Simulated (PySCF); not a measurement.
How the method moves the HOMO and LUMO of `CS(C)(=O)=O`

C2H6O2S.
Atom-mapped SMILES: `[CH3:1][S:2]([CH3:3])(=[O:4])=[O:5]` (hydrogens: H6, H7, H8 on C1; H9, H10, H11 on C3)

Geometry (PBE0-D3(BJ)/def2-SVP, Å), atoms numbered from 1 in this order:
```xyz
11
C2H6O2S angstrom
C      1.3440    0.4942    0.2578
S      0.1361   -0.7200   -0.2452
C     -1.4347    0.1016   -0.0383
O      0.1870   -1.8171    0.7155
O      0.3232   -0.9604   -1.6723
H      1.2707    1.3786   -0.3876
H      2.3130   -0.0019    0.1094
H      1.2018    0.7417    1.3170
H     -2.1776   -0.6408   -0.3604
H     -1.4799    0.9873   -0.6842
H     -1.5854    0.3514    1.0193
```

Basis pcSseg-2 throughout (PySCF), one geometry. Geometry: PBE0-D3(BJ)/def2-SVP; no solvent, vibrations or thermal averaging.

**Question.** How do the orbital energies, the gap and the dipole change with the method?

**Answer.** 
```tsv
method	kind	HOMO (eV)	LUMO (eV)	gap (eV)	μ (D)	SCF cycles
BLYP	GGA	-6.96	-0.58	6.39	4.52	16
OPBE	GGA	-6.97	-0.44	6.54	4.36	16
B97-D	GGA	-7.05	-0.42	6.63	4.50	16
PBE	GGA	-7.05	-0.55	6.50	4.46	16
KT3	GGA	-7.15	-0.76	6.40	4.42	16
KT2	GGA	-7.15	-0.57	6.58	4.48	16
BP86	GGA	-7.16	-0.40	6.75	4.50	15
LDA	LDA	-7.25	-0.66	6.59	4.58	15
B97-2	global hybrid	-8.23	0.18	8.40	4.69	14
B3LYP	global hybrid	-8.29	-0.18	8.12	4.73	14
PBE0	global hybrid	-8.51	0.14	8.65	4.72	13
mPW1PW91	global hybrid	-8.54	0.11	8.65	4.73	13
BHandHLYP	global hybrid	-9.92	0.59	10.52	5.00	12
CAM-B3LYP	range-separated hybrid	-9.95	0.77	10.72	4.87	12
wB97X-D	range-separated hybrid	-10.39	1.83	12.22	4.81	13
LC-wPBE	range-separated hybrid	-11.25	1.93	13.18	4.87	13
HF	Hartree–Fock	-12.10	2.17	14.27	5.30	10
```

The HOMO spans 5.13 eV, from BLYP down to HF, and the gap runs from 6.39 eV (BLYP) to 14.27 eV (HF). Over the methods BLYP (0 %), OPBE (0 %), B97-D (0 %), PBE (0 %), KT3 (0 %), KT2 (0 %), BP86 (0 %), LDA (0 %), B97-2 (21 %), B3LYP (20 %), PBE0 (25 %), mPW1PW91 (25 %), BHandHLYP (50 %), HF (100 %), a straight line through the gap against the share of exact exchange rises by 0.78 eV for each 10 % (correlation coefficient 0.999). The dipole ranges from 4.36 D (OPBE) to 5.30 D (HF). This basis has no diffuse functions.

Reference dipole: 4.49 D (measured, gas; NIST CCCBDB Release 22 (SRD 101), experimental dipoles); nearest here: BP86 (4.50 D), KT2 (4.48 D) and B97-D (4.50 D). 

The vertical ΔSCF ionisation energy at wB97X-D/def2-SVPD is 10.75 eV; −ε(HOMO) comes closest to it with wB97X-D (10.39 eV).
